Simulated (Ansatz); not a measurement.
Multireference treatment of C2H3NO, singlet

Computed with Ansatz's Gaussian-basis code (development build). Basis cc-pVTZ, nonrelativistic, 4 orbitals frozen in the corrections. State-specific CASSCF; RHF is the lowest restricted (open-shell) Hartree–Fock solution met. Single-reference values can break down or jump between states where bonds are stretched. No symmetry is imposed, so a solution can break that of the shape. Lower solutions, or ones in other orbitals, may exist.

Geometry:

```json
{"atom": "N", "x (Å)": "0.0000", "y (Å)": "-1.6390", "z (Å)": "-0.5402"}
{"atom": "C", "x (Å)": "0.0000", "y (Å)": "-0.3583", "z (Å)": "-0.6331"}
{"atom": "C", "x (Å)": "0.0000", "y (Å)": "0.4191", "z (Å)": "0.6357"}
{"atom": "O", "x (Å)": "0.0000", "y (Å)": "1.6434", "z (Å)": "0.6556"}
{"atom": "H", "x (Å)": "0.0000", "y (Å)": "-2.0679", "z (Å)": "-1.4726"}
{"atom": "H", "x (Å)": "0.0000", "y (Å)": "0.2266", "z (Å)": "-1.5594"}
{"atom": "H", "x (Å)": "0.0000", "y (Å)": "-0.1971", "z (Å)": "1.5531"}
```

What do CASSCF and its corrections give against RHF in CAS(4,4), and what are the occupations?

CASSCF -1.866 eV, SC-NEVPT2 -20.261 eV; occupations 1.93, 1.89, 0.12, 0.06.

How do single-reference totals in the same basis and frozen core stand against SC-NEVPT2 in CAS(4,4)?

CCSD(T) -1.427 eV. Coupled cluster stands on the determinant that it favours, which can lie over the RHF solution above, and is in doubt where the occupations are far from 0, 1 and 2.
